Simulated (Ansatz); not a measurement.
# CH7Al: the cost of one run

Method: RKS r2SCAN/def2-SVP, in Ansatz 0.2.0.

### 1 The structure to begin with

Bond lengths: Al1–C2 2.320 Å, C2–H3 1.110 Å, C2–H4 1.110 Å, C2–H5 1.110 Å, Al1–H6 1.560 Å, Al1–H7 1.560 Å. Angles: Al1–C2–H3 109.5°, Al1–C2–H4 109.5°, Al1–C2–H5 109.5°, H3–C2–H4 109.4°, H3–C2–H5 109.4°, H4–C2–H5 109.4°, C2–Al1–H6 120.0°, C2–Al1–H7 120.0°, H6–Al1–H7 120.0°.

As a file:

```xyz
9

Al    0.0000    0.0000    0.0000
C     0.0000    0.0000    2.3200
H    -0.9996   -0.3092    2.6905
H     0.7676   -0.7111    2.6905
H     0.2320    1.0203    2.6905
H     1.3510    0.0000   -0.7800
H    -1.3510    0.0000   -0.7800
H    -0.2382   -1.7490    0.5865
H    -0.1900   -1.3947    1.5677
```

### 2 Pulling towards end A

Springs on the bonds that form and break draw the guess towards this end; the thresholds are loose.

File input.yaml:

```yaml
crystal:
  periodic: [false, false, false]
  atoms:
    - { symbol: Al, position_ang: [0.0, 0.0, 0.0] }
    - { symbol: C, position_ang: [0.0, 0.0, 2.32] }
    - { symbol: H, position_ang: [-0.9996, -0.3092, 2.6905] }
    - { symbol: H, position_ang: [0.7676, -0.7111, 2.6905] }
    - { symbol: H, position_ang: [0.232, 1.0203, 2.6905] }
    - { symbol: H, position_ang: [1.351, 0.0, -0.78] }
    - { symbol: H, position_ang: [-1.351, 0.0, -0.78] }
    - { symbol: H, position_ang: [-0.2382, -1.749, 0.5865] }
    - { symbol: H, position_ang: [-0.19, -1.3947, 1.5677] }
basis:
  gaussian: { orbitals: def2-SVP }
hamiltonian:
  xc: r2scan
relax:
  f_tol: 0.15
  max_steps: 25
  restrain:
    - { distance: [0, 7], at: 2.76, k: 30.0 }
    - { distance: [8, 1], at: 2.31, k: 30.0 }
    - { distance: [0, 1], at: 1.97, k: 30.0 }
    - { distance: [8, 7], at: 0.66, k: 30.0 }
output:
  orbitals: {}
```

Started as:

```
ansatz run input.yaml --threads 1 --pin off --max-ram 2048MiB --backend cpu --events-out ev --progress --plain --runs-dir out
```

**Question.** How long does this run take on 1 thread of Arm Neoverse V1, shared host, and how much memory does it need?

About 24 s, with a peak of 0.12 GiB.
